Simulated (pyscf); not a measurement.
Four-centre exchange: O=Cr(=O)(OH)–OH (SMILES [O]=[Cr](=[O])([OH])[OH]) + HF (SMILES F) → O=Cr(=O)(OH)–F (SMILES [O]=[Cr](=[O])([OH])[F]) + H₂O (SMILES O)

Gas phase, singlet surface, charge 0. Bonds broken: Cr1–O2, F8–H9. Bonds formed: Cr1–F8, O2–H9. Optimised with ωB97X-D3(BJ)/def2-SVP in PySCF.

Transition state (Å):

```xyz
9

Cr    -0.9097    -0.4016    -0.2586
O     -1.4994     1.2796     0.5379
O     -1.0718    -1.2074     1.0272
O     -2.0147    -0.8119    -1.2198
O      0.6253    -0.9838    -0.8169
H     -1.2187     1.4288     1.4503
H      0.8512    -0.5192    -1.6408
F     -0.2473     1.3383    -1.2740
H     -0.8489     1.7050    -0.3257
```

One imaginary mode, 605i cm⁻¹; descent along it reached the two sides named, in the forms told below.

```csv
bond,change,reactant side (Å),saddle,product side
Cr1–O2,breaks,1.770,1.952,2.556
F8–H9,breaks,0.943,1.181,2.177
Cr1–F8,forms,2.9,2.121,1.730
O2–H9,forms,1.759,1.162,0.967
```

Electronic energies relative to the separated reactants (kJ/mol):

```
level                   barrier  reaction energy  reverse barrier
----------------------  -------  ---------------  ---------------
ωB97X-D3(BJ)/def2-TZVP     32.3            -17.2             49.5
PBE/def2-TZVP              21.0            -20.7             41.7
r²SCAN/def2-TZVP           18.2            -20.3             38.4
B3LYP-D3(BJ)/def2-TZVP     32.4            -16.7             49.0
PBE0-D3(BJ)/def2-TZVP      30.4            -15.3             45.7
M06-2X/def2-TZVP           30.0            -10.5             40.4
ωB97M-D3(BJ)/def2-TZVP     33.3            -17.7             51.0
HF/def2-TZVP               96.7            -18.9            115.6
```

With ωB97M-D3(BJ)/def2-TZVP energies and thermal terms (ideal gas, 1 atm, RRHO with modes under 100 cm⁻¹ raised to 100, one conformer, R ln 2 for chiral ones without a mode under 150 cm⁻¹), in kJ/mol:

| T (K) | ΔH‡ | ΔG‡ | ΔH | ΔG |
|---|---|---|---|---|
| 298 | 30.6 | 75.6 | -15.6 | -20.0 |
| 600 | 28.4 | 122.3 | -17.7 | -23.8 |
| 900 | 28.7 | 169.3 | -19.8 | -26.4 |
| 1200 | 30.2 | 216.0 | -21.5 | -28.3 |

On the reactant side the descent ends in a complex, 32.8 kJ/mol under the separated species and 65.2 kJ/mol under the saddle at ωB97X-D3(BJ)/def2-TZVP. One saddle was located; it need not be the lowest between these sides.
